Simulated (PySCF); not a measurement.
**A thermochemical cycle for BF**

r²SCAN in PySCF with def2-TZVPPD on every atom, for the lowest determinant that a PBE0 search found; no spin–orbit coupling. BF, a singlet (closed shell), has De = 7.82 eV to neutral atoms, and BF⁺, a doublet (σ ↑), has De = 5.91 eV to B⁺ + F.

At the same level the B atom ionises at 8.76 eV.

Q: What is the adiabatic ionisation energy of the molecule, and does ionisation strengthen or weaken the bond?

A: IE = IE(B) + De(neutral) − De(ion) = 8.76 + 7.82 − 5.91 = 10.67 eV. De changes by -1.91 eV, so ionisation weakens the bond.

For an ion De counts to the pair picked by the measured ionisation energies or electron affinities, which need not be the lowest pair at this level. States were picked by a PBE0 search and need not be the measured ground states.
